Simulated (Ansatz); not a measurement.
HLiO, SMILES `[Li][OH]`, relaxed with RKS PBE-D4/def2-SVP in Ansatz from a rough embedded geometry. The force threshold is 0.03 eV/Å; the program also tests the step.

The species carries charge 0 and has multiplicity 1.

Start:

```xyz
3

Li    0.765    0.185   -1.143
O    -0.281   -0.488    0.294
H    -0.484    0.303    0.849
```

(1) How much energy does the relaxation release, and in how many steps? (Best estimate.)

(2) Which bonds change most? (Best estimate.)

(3) Give the relaxed structure. (Best estimate.)

Results:

(1) Computed: 0.64 eV, in 7 steps.

(2) Computed: Li1–O2 from 1.901 to 1.557 Å; O2–H3 from 0.987 to 0.964 Å.

(3) The calculation gave: 
```xyz
3

Li    0.725   -0.038   -1.149
O    -0.106    0.005    0.167
H    -0.620    0.033    0.982
```
